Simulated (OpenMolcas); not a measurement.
# C2H6Si (SMILES C=C[SiH3]): levels of theory compared

Aim: a comparison of 6 runs (B3LYP/6-311+G**, BLYP/6-311+G**, PBE/6-311+G**, r2SCAN/6-311+G**, revPBE/6-311+G**, MP2/6-311+G**) of C2H6Si. 

The results are computed with OpenMolcas 26.06.

1 further run of the same task is left out (set aside as unsound or not needed).

**1. Starting point**

The species is C2H6Si (9 atoms), meant as a singlet with charge 0. SMILES: `C=C[SiH3]`. The Si3–H8 distance was set to 1.933 Å, away from the relaxed value.

Bond lengths: C1–C2 1.330 Å, C2–Si3 1.859 Å, C1–H4 1.087 Å, C1–H5 1.087 Å, C2–H6 1.089 Å, Si3–H7 1.488 Å, Si3–H9 1.488 Å. Angles: C1–C2–Si3 123.1°, C1–C2–H6 118.1°, Si3–C2–H6 118.8°, C2–C1–H4 121.7°, C2–C1–H5 122.2°, C2–Si3–H7 110.8°, C2–Si3–H9 110.8°, H4–C1–H5 116.1°, H7–Si3–H9 107.5°. A long bond or contact: Si3–H8 1.933 Å.

**2. The energy at B3LYP/6-311+G(d,p) (run 1)**

Contents of test.inp:

```
&gateway
  baslib=$CurrDir
  coord
  9
  bohr
  C     -1.15754229     2.23423265    -1.40991521
  C      0.05641777     1.93622284     0.77063976
  Si     1.25053571    -1.17143178     1.89408194
  H     -1.52036970     0.65215393    -2.66771692
  H     -1.84351287     4.06424342    -2.03957196
  H      0.36009676     3.59823696     1.94604941
  H      4.03825969    -1.09943321     2.26012189
  H      0.42216482    -3.72729581    -0.58071284
  H      0.09062182    -1.85607955     4.36319810
  basis=6-311pGss
  group=NoSym

&seward
  gridinput
  Grid=UltraFine
  End of Grid

&scf
  ksdft=B3LYP
  thresholds=1e-10 1e-07 1e-07 1e-05
  prorbitals=1 2
```

The basis set 6-311+G** is read from a file made from the Basis Set Exchange's data (not shown).

Run with:

```sh
export MOLCAS_MEM=1860
pymolcas test.inp > test.log
```

The program printed:

```text
--- Start Module: gateway ---
[...]
--- Stop Module: gateway /rc=_RC_ALL_IS_WELL_ ---
--- Start Module: seward ---
[...]
      Basis functions          110
--- Stop Module: seward /rc=_RC_ALL_IS_WELL_ ---
[...]
--- Start Module: scf ---
[...]
       Convergence after  14 Iterations
[...]
::    Total KS-DFT energy                            -369.3009409237
[...]
      Total spin, S                                     0.0000000000
[...]
      Total electronic charge=   32.000000
      Total            charge=   -0.000000
[...]
      Dipole Moment (debye):
      Origin of the operator (angstrom)=    0.2128    0.1725    0.4435
                   X= -1.5599E-01               Y=  1.1415E+00               Z=  1.1713E-01           Total=  1.1581E+00
      Quadrupole Moment (debye*angstrom):
[...]
--- Stop Module: scf /rc=_RC_ALL_IS_WELL_ ---
[...]
```

Wall time 37 s (1 thread of Intel Xeon Platinum 8375C at 2.90GHz (Ice Lake), shared host); peak memory 0.65 GiB.

**3. The energy at BLYP/6-311+G(d,p) (run 2)**

Contents of struct.xyz:

```xyz
9

C     -0.612545     1.182305    -0.746095
C      0.029855     1.024605     0.407805
Si     0.661755    -0.619895     1.002305
H     -0.804545     0.345105    -1.411695
H     -0.975545     2.150705    -1.079295
H      0.190555     1.904105     1.029805
H      2.136955    -0.581795     1.196005
H      0.223400    -1.972400    -0.307300
H      0.047955    -0.982195     2.308905
```

Contents of test.input:

```
&GATEWAY
  BASLIB=$CurrDir
  COORD=struct.xyz
  BASIS=6-311pGss
  GROUP=NoSym

&SEWARD
  GRIDINPUT
  Grid=UltraFine
  End of Grid

&SCF
  KSDFT=BLYP
  THRESHOLDS=1e-10 1e-07 1e-07 1e-05
  PRORBITALS=1 2
```

The basis set 6-311+G** is read from a file made from the Basis Set Exchange's data (not shown).

Run with:

```sh
export MOLCAS_MEM=1860
pymolcas test.input > test.log
```

The program printed:

```text
--- Start Module: gateway ---
[...]
--- Stop Module: gateway /rc=_RC_ALL_IS_WELL_ ---
--- Start Module: seward ---
[...]
      Basis functions          110
--- Stop Module: seward /rc=_RC_ALL_IS_WELL_ ---
[...]
--- Start Module: scf ---
[...]
       Convergence after  15 Iterations
[...]
::    Total KS-DFT energy                            -369.2254757761
[...]
      Total spin, S                                     0.0000000000
[...]
      Total electronic charge=   32.000000
      Total            charge=   -0.000000
[...]
      Dipole Moment (debye):
      Origin of the operator (angstrom)=    0.2128    0.1725    0.4435
                   X= -1.5372E-01               Y=  1.1380E+00               Z=  1.2015E-01           Total=  1.1546E+00
      Quadrupole Moment (debye*angstrom):
[...]
--- Stop Module: scf /rc=_RC_ALL_IS_WELL_ ---
[...]
```

Run time: 38 s. Hardware: 1 thread of Intel Xeon Platinum 8375C at 2.90GHz (Ice Lake), shared host; peak memory 0.65 GiB.

Run 3 isn't shown in full; the table further down has it.

**4. A single-point energy at r2SCAN/6-311+G(d,p) (run 4)**

Contents of calc.inp:

```
* C2H6Si Kohn-Sham DFT

&GATEWAY
 BasLib=$CurrDir
 BasisSet
 C.6-311pGss....
 C1 -0.612545 1.182305 -0.746095 angstrom
 C2 0.029855 1.024605 0.407805 angstrom
 End of Basis
 BasisSet
 Si.6-311pGss....
 Si3 0.661755 -0.619895 1.002305 angstrom
 End of Basis
 BasisSet
 H.6-311pGss....
 H4 -0.804545 0.345105 -1.411695 angstrom
 H5 -0.975545 2.150705 -1.079295 angstrom
 H6 0.190555 1.904105 1.029805 angstrom
 H7 2.136955 -0.581795 1.196005 angstrom
 H8 0.223400 -1.972400 -0.307300 angstrom
 H9 0.047955 -0.982195 2.308905 angstrom
 End of Basis

&SEWARD
 GridInput
 Grid=UltraFine
 End of Grid

&SCF
 KSDFT=2
 1.0 MGGA_X_R2SCAN
 1.0 MGGA_C_R2SCAN
 Thresholds=1e-10 1e-07 1e-07 1e-05
 PrOrbitals=1 2
```

The basis set 6-311+G** is read from a file made from the Basis Set Exchange's data (not shown).

Run with:

```sh
export MOLCAS_MEM=1860
pymolcas calc.inp > calc.log
```

The program printed:

```text
--- Start Module: gateway ---
[...]
--- Stop Module: gateway /rc=_RC_ALL_IS_WELL_ ---
--- Start Module: seward ---
[...]
      Basis functions          110
--- Stop Module: seward /rc=_RC_ALL_IS_WELL_ ---
[...]
--- Start Module: scf ---
[...]
       Convergence after  15 Iterations
[...]
::    Total KS-DFT energy                            -369.1876489516
[...]
      Total spin, S                                     0.0000000000
[...]
      Total electronic charge=   32.000000
      Total            charge=   -0.000000
[...]
      Dipole Moment (debye):
      Origin of the operator (angstrom)=    0.2128    0.1725    0.4435
                   X= -1.6820E-01               Y=  1.1351E+00               Z=  9.1811E-02           Total=  1.1512E+00
      Quadrupole Moment (debye*angstrom):
[...]
--- Stop Module: scf /rc=_RC_ALL_IS_WELL_ ---
[...]
```

Run time: 50 s. Hardware: 1 thread of Intel Xeon Platinum 8375C at 2.90GHz (Ice Lake), shared host; peak memory 0.65 GiB.

Run 5 isn't shown in full; the table further down has it.

**5. A single-point energy at MP2/6-311+G(d,p) (run 6)**

Contents of run.inp:

```
* C2H6Si MP2
>>> EXPORT MOLCAS_PRINT=2

&gateway
 baslib
 $CurrDir
 coord
 9
 bohr
 C     -1.15754229     2.23423265    -1.40991521
 C      0.05641777     1.93622284     0.77063976
 Si     1.25053571    -1.17143178     1.89408194
 H     -1.52036970     0.65215393    -2.66771692
 H     -1.84351287     4.06424342    -2.03957196
 H      0.36009676     3.59823696     1.94604941
 H      4.03825969    -1.09943321     2.26012189
 H      0.42216482    -3.72729581    -0.58071284
 H      0.09062182    -1.85607955     4.36319810
 basis
 6-311pGss
 group
 NoSym

&seward

&scf
 thresholds
 1e-10 1e-07 1e-07 1e-05
 prorbitals
 1 1

&mbpt2
 frozen
 7
```

The basis set 6-311+G** is read from a file made from the Basis Set Exchange's data (not shown).

Run with:

```sh
export MOLCAS_MEM=1860
pymolcas run.inp > run.log
```

The program printed:

```text
--- Start Module: gateway ---
[...]
--- Stop Module: gateway /rc=_RC_ALL_IS_WELL_ ---
[...]
      Basis functions          110
[...]
--- Start Module: scf ---
[...]
       Convergence after  13 Iterations
[...]
::    Total SCF energy                               -368.1175280129
[...]
      Total spin, S                                     0.0000000000
[...]
      Total electronic charge=   32.000000
      Total            charge=   -0.000000
[...]
      Dipole Moment (debye):
      Origin of the operator (angstrom)=    0.2128    0.1725    0.4435
                   X= -1.7516E-01               Y=  1.2636E+00               Z=  1.2484E-01           Total=  1.2818E+00
      Quadrupole Moment (debye*angstrom):
[...]
--- Stop Module: scf /rc=_RC_ALL_IS_WELL_ ---
[...]
--- Start Module: mbpt2 ---
[...]
WARNING!
Default frozen orbitals as non valence orbitals is overwritten by user input.
Default values:   4
[...]
       Reference weight ( Cref**2 )         =        0.86652
::    Total MBPT2 energy                             -368.5105679567
[...]
      Total MBPT2 calculations                           0.50      0.57
--- Stop Module: mbpt2 /rc=_RC_ALL_IS_WELL_ ---
[...]
```

Run time: 13 s. Hardware: 1 thread of Intel Xeon Platinum 8375C at 2.90GHz (Ice Lake), shared host; peak memory 0.65 GiB.

**6. The series**

```tsv
run	level	integration grid	frozen core orbitals	energy (Eh)	dipole moment (D) of the reference	HOMO energy (eV)	LUMO energy (eV)	wall time
1	B3LYP/6-311+G**	UltraFine	–	-369.300941	1.16	-7.89	-0.84	37 s
2	BLYP/6-311+G**	UltraFine	–	-369.225476	1.15	-6.85	-1.47	38 s
3	PBE/6-311+G**	UltraFine	–	-369.003444	1.12	-7.01	-1.61	38 s
4	r2SCAN/6-311+G**	UltraFine	–	-369.187649	1.15	-7.23	-1.40	50 s
5	revPBE/6-311+G**	UltraFine	–	-369.189019	1.15	-6.96	-1.54	38 s
6	MP2/6-311+G**	–	7	-368.510568	1.28	-10.52	1.55	13 s
```

**7. Results**

```
                                          quantity          value
                               run 6: total energy  -368.51057 Eh
         run 6: dipole moment (mean-field density)         1.28 D
        run 6: HOMO energy (Hartree–Fock orbitals)      -10.52 eV
        run 6: LUMO energy (Hartree–Fock orbitals)        1.55 eV
      run 6: HOMO–LUMO gap (Hartree–Fock orbitals)       12.08 eV
run 6: correlation energy (7 core orbitals frozen)     -393.0 mEh
```

In words: Over runs 1, 2, 3, 4, 5 the dipole moment (its size) runs from 1.12 D (PBE/6-311+G**) to 1.16 D (B3LYP/6-311+G**). Over runs 1, 2, 3, 4, 5 the HOMO–LUMO gap runs from 5.37 eV (BLYP/6-311+G**) to 7.06 eV (B3LYP/6-311+G**). Totals of different functionals can't be ranked against each other. All runs together took 3.6 min, the longest 50 s.
